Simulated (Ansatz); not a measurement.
We consider trigonal Te, described by PBE+SOC (Ansatz, a program for electronic structure, PAW).

The run printed, among other lines:

```
Crystal: 3 atoms, lattice volume = 105.951 Å³
Basis set: ecut = 520 eV, 2885 PW (Γ), exchange–correlation on 72×72×90 points (8 copies of the dense FFT grid, shifted against one another)
Bands: 58, of which v1, the nominal top of the filled ones, is band 48 counted from 1 (47 counted from 0)
Symmetry: 6 space group operations + 6 with time reversal
k-points: 100 of 864 (time reversal used)
Initial density: superposition of atomic densities (chi_scale 0.1, normalization cell)
Functional: x = pbe(κ = 0.804, μ = 0.2195149727645171), c = pbe(β = 0.06672455060314922)
spin=Noncollinear: Resta preconditioning applied to the charge; magnetization (m_x, m_y, m_z) channels mix plain (no charge-response kernel on spin).
SCF 1 converged in 9 iterations: F = -20948.061054 eV  dr2 = 5.37e-11
SCF converged after 9 iterations
Free energy (F): -20948.061054 eV
Internal energy: -20948.061022 eV  (E = F + TS)
E sigma→0 (E₀):  -20948.061038 eV
Fermi energy:    8.362827 eV
--- Forces (eV/Å), atoms counted from 1 ---
  atom   1  Te     0.00174248     0.00301806    -0.00000000
  atom   2  Te    -0.00348495     0.00000000     0.00000000
  atom   3  Te     0.00174248    -0.00301806     0.00000000
--- Stress (GPa, compression-positive) ---
        0.009388       0.000000       0.000000
        0.000000       0.009388       0.000000
        0.000000       0.000000       0.003282
  P = ⅓ Tr σ = 0.0074 GPa (0.074 kbar)
```

Q: Write an input file that could have produced this run (the log leaves some choices open).

A: One answer among several that fit: 
Ansatz 0.2 input:
```yaml
crystal:
  lattice:
    - [2.2600742028, -3.9145633482, 0.0]
    - [2.2600742028, 3.9145633482, 0.0]
    - [0.0, 0.0, 5.9878182274]
  atoms:
    - { symbol: Te, position: [0.0, 0.2680598103, 0.6666666667] }
    - { symbol: Te, position: [0.7319401897, 0.7319401897, 0.0] }
    - { symbol: Te, position: [0.2680598103, 0.0, 0.3333333333] }
basis:
  ecutwfc: 520
  ecutrho_ratio: 4
  xc_grid: 2
kpoints:
  mp_grid: { grid: [12, 12, 6] }
  band_path:
    path:
      - [0.0, 0.0, 0.0]
      - [0.071429, 0.0, 0.0]
      - [0.142857, 0.0, 0.0]
      - [0.214286, 0.0, 0.0]
      - [0.285714, 0.0, 0.0]
      - [0.357143, 0.0, 0.0]
      - [0.428571, 0.0, 0.0]
      - [0.5, 0.0, 0.0]
      - [0.458333, 0.083333, 0.0]
      - [0.416667, 0.166667, 0.0]
      - [0.375, 0.25, 0.0]
      - [0.333333, 0.333333, 0.0]
      - [0.296296, 0.296296, 0.0]
      - [0.259259, 0.259259, 0.0]
      - [0.222222, 0.222222, 0.0]
      - [0.185185, 0.185185, 0.0]
      - [0.148148, 0.148148, 0.0]
      - [0.111111, 0.111111, 0.0]
      - [0.074074, 0.074074, 0.0]
      - [0.037037, 0.037037, 0.0]
      - [0.0, 0.0, 0.125]
      - [0.0, 0.0, 0.25]
      - [0.0, 0.0, 0.375]
      - [0.0, 0.0, 0.5]
      - [0.071429, 0.0, 0.5]
      - [0.142857, 0.0, 0.5]
      - [0.214286, 0.0, 0.5]
      - [0.285714, 0.0, 0.5]
      - [0.357143, 0.0, 0.5]
      - [0.428571, 0.0, 0.5]
      - [0.5, 0.0, 0.5]
      - [0.458333, 0.083333, 0.5]
      - [0.416667, 0.166667, 0.5]
      - [0.375, 0.25, 0.5]
      - [0.333333, 0.333333, 0.5]
      - [0.296296, 0.296296, 0.5]
      - [0.259259, 0.259259, 0.5]
      - [0.222222, 0.222222, 0.5]
      - [0.185185, 0.185185, 0.5]
      - [0.148148, 0.148148, 0.5]
      - [0.111111, 0.111111, 0.5]
      - [0.074074, 0.074074, 0.5]
      - [0.037037, 0.037037, 0.5]
      - [0.5, 0.0, 0.375]
      - [0.5, 0.0, 0.25]
      - [0.5, 0.0, 0.125]
      - [0.333333, 0.333333, 0.375]
      - [0.333333, 0.333333, 0.25]
      - [0.333333, 0.333333, 0.125]
    npoints: 1
hamiltonian:
  xc: pbe
  dispersion: none
  pseudopotentials: { kind: paw }
scf:
  occupations: { method: fermi_dirac, width: 0.01 }
  convergence: { dr2_threshold: 0.0000000003 }
output:
  forces: true
  stress: true
  eigenvalues: true
  write_bands: true
magnetization:
  noncollinear: true
  spin_orbit: true
```

Note: the cell comes from a level without a dispersion term, which matters for the spacing of layers, chains or molecules.

The result took around 3 core-minutes (rough).
